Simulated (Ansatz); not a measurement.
CH3O, SMILES [CH2]O, multiplicity 2.

Geometry: B3LYP-D3(BJ)/def2-TZVP. The isomer is the one that the SMILES or the coordinates give; other isomers of the formula were not compared.

Two levels are set side by side: PBE/def2-TZVPD (Ansatz, a first-principles code) and PBE0/def2-TZVPD (Ansatz). Energy differences of separate SCF runs at the same geometry; the states with an electron removed or added have multiplicity 1 and 3. Differences are taken from unrounded values.

```json
[
 {"quantity": "vertical ionisation energy (eV)", "PBE0": "8.20", "PBE": "8.05", "PBE minus PBE0": "-0.15"}
]
```

On these quantities the two levels nearly agree.
